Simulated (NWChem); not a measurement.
All runs are NWChem calculations. System: nitrogen dioxide (NO2), charge 0, spin multiplicity 2, at a geometry optimised with UPBE/def2-SVP. Its SCF solution wasn't tested for a lower state. Level: UMP2/def2-TZVP, 3 core orbitals frozen.

Output (cleaned and shortened):

```
             Northwest Computational Chemistry Package (NWChem) 7.3.0
             --------------------------------------------------------

                                NWChem Input Module
                                -------------------

 Scaling coordinates for geometry "geometry" by  1.889725989
 (inverse scale =  0.529177249)

 Turning off AUTOSYM since
 SYMMETRY directive was detected!

                             Geometry "geometry" -> ""
                             -------------------------

 Output coordinates in angstroms (scale by  1.889725989 to convert to a.u.)

  No.       Tag          Charge          X              Y              Z
 ---- ---------------- ---------- -------------- -------------- --------------
    1 O                    8.0000    -1.10926700     0.00000000     0.14248400
    2 N                    7.0000     0.00000000     0.00000000    -0.32567900
    3 O                    8.0000     1.10926700     0.00000000     0.14248400

 Effective nuclear repulsion energy (a.u.)      64.4908566634

            Nuclear Dipole moment (a.u.)
            ----------------------------
        X                 Y               Z
 ---------------- ---------------- ----------------
     0.0000000000     0.0000000000    -0.0000170075

      Symmetry information
      --------------------

 Group name             C2v
 Group number             16
 Group order               4
 No. of unique centers     2

      Symmetry unique atoms

     1    2


 Summary of "ao basis" -> "" (spherical)
 ------------------------------------------------------------------------------
       Tag                 Description            Shells   Functions and Types
 ---------------- ------------------------------  ------  ---------------------
 *                         def2-tzvp                  on all atoms

 Summary of "ao basis" -> "ao basis" (spherical)
 ------------------------------------------------------------------------------
       Tag                 Description            Shells   Functions and Types
 ---------------- ------------------------------  ------  ---------------------
 O                         def2-tzvp                11       31   5s3p2d1f
 N                         def2-tzvp                11       31   5s3p2d1f

                                 NWChem SCF Module
                                 -----------------

  ao basis        = "ao basis"
  functions       =    93
  atoms           =     3
[...]
     2   0 2 0    -11.068926     -5.660080     -5.408846      0.000000
     2   0 1 1     -0.000000     -0.000000     -0.000000      0.000000
     2   0 0 2    -11.424422     -8.453875     -6.781925      3.811378

                   NWChem MP2 Semi-direct Energy/Gradient Module
                   ---------------------------------------------

  Basis functions       =     93
  Molecular orbitals    =     93
  Frozen core           =      3
  Frozen virtuals       =      0
  Active alpha occupied =      9
  Active beta occupied  =      8
  Active alpha virtual  =     81
  Active beta virtual   =     82
  Use MO symmetry       = T
  Use skeleton AO sym   = T

  AO/Fock/Back tols     =   1.0D-09  1.0D-09  1.0D-09

 GA uses MA = F    GA memory limited = T

 Available:
  local mem=  1.26D+08
 global mem=  1.44D+08
 local disk=  0.00D+00
  mp2_memr nvloc                    81
  nvloc new                    81
   1 passes of   9:        5242880                      54079                  10764556.
   1 passes of   9: M    126153198           G      144161902           F     120910318.

 Semi-direct pass number   1 of   1  for UHF alpha       at        1.2s
  vrange nnbf                  4337
  mp2_eaftype                    41  avail_ma_in_mb                  1099
 EAF : mp2_eaftype filesize          41    5382278.
  mp2_eaf for mointskh                     41
Node 0 wrote     25.3 Mb in      0.0 s     Agg I/O rate:  2336.7 Mb/s
 Done moints_semi at        2.2s
  mp2_eaftype                    41  avail_ma_in_mb                  1058
 EAF : mp2_eaftype filesize          41    5382278.
  mp2_eaf for kh                    41
 Done maket at        2.3s
 Done multipass loop at        2.3s

 GA uses MA = F    GA memory limited = T

 Available:
  local mem=  1.26D+08
 global mem=  1.44D+08
 local disk=  0.00D+00
  mp2_memr nvloc                    82
  nvloc new                    82
   1 passes of   8:        5242880                      50430                   9688113.
   1 passes of   8: M    126153198           G      144161902           F     120910318.

 Semi-direct pass number   1 of   1  for UHF beta        at        2.3s
  vrange nnbf                  4337
  mp2_eaftype                    36  avail_ma_in_mb                  1099
 EAF : mp2_eaftype filesize          36    4844056.
  mp2_eaf for mointskh                     36
Node 0 wrote     22.8 Mb in      0.0 s     Agg I/O rate:  1500.5 Mb/s
 Done moints_semi at        3.3s
  mp2_eaftype                    36  avail_ma_in_mb                  1063
 EAF : mp2_eaftype filesize          36    4844056.
  mp2_eaf for kh                    36
 Done maket at        3.4s
 Done multipass loop at        3.4s

          -------------------------------------------
          SCF energy                -204.116845144299
          Correlation energy          -0.669896569906
          Singlet pairs                0.000000000000
          Triplet pairs                0.000000000000
          Total MP2 energy          -204.786741714205
          -------------------------------------------

          ---------------------------------------------------
                    Spin Component Scaled (SCS) MP2
          Same spin pairs                     -0.184035765952
          Same spin scaling factor             0.333333333333
          Opposite spin pairs                 -0.485860803954
          Opposite spin scaling fact.          1.200000000000
          SCS-MP2 correlation energy          -0.644378220062
          Total SCS-MP2 energy              -204.761223364361
          ---------------------------------------------------

 -----------------------
 Performance information
 -----------------------

 Timer overhead =  9.64D-08 seconds/call

               Nr. of calls         CPU time (s)                 Wall time (s)                GFlops
             ---------------    -------------------     ------------------------------   -------------------
Name         Min   Avg   Max    Min     Avg     Max     Min     Avg     Max   Mx/calls   Min     Max     Sum
mp2: moin     2     2     2    2.0     2.0     2.0      2.0     2.0     2.0     1.0      0.0     0.0     0.0
mp2: make     2     2     2   0.17    0.17    0.17     0.17    0.17    0.17    8.26E-2   0.0     0.0     0.0
mp2: tota     1     1     1    2.2     2.2     2.2      2.2     2.2     2.2     2.2      0.0     0.0     0.0

 The average no. of pstat calls per process was 5.00D+00
 with a timing overhead of 4.82D-07s

 Task  times  cpu:        3.4s     wall:        3.4s

 Total times  cpu:        3.4s     wall:        3.4s
```

Write an NWChem input that would produce this output.

One answer among several that fit: 
```
start mol
memory heap 200 mb stack 900 mb global 1100 mb
geometry units angstroms nocenter noautoz
  O     -1.109267     0.000000     0.142484
  N      0.000000     0.000000    -0.325679
  O      1.109267     0.000000     0.142484
  symmetry group C2v
end
basis spherical
  * library def2-tzvp
end
scf
  uhf
  nopen 1
  maxiter 100
  thresh 1e-7
  semidirect memsize 60000000 filesize 0
  # guess.movecs holds the orbitals of an unrestricted PBE0 run
  vectors input guess.movecs output mol.movecs
end
mp2
  freeze core 3
end
task mp2 energy
```
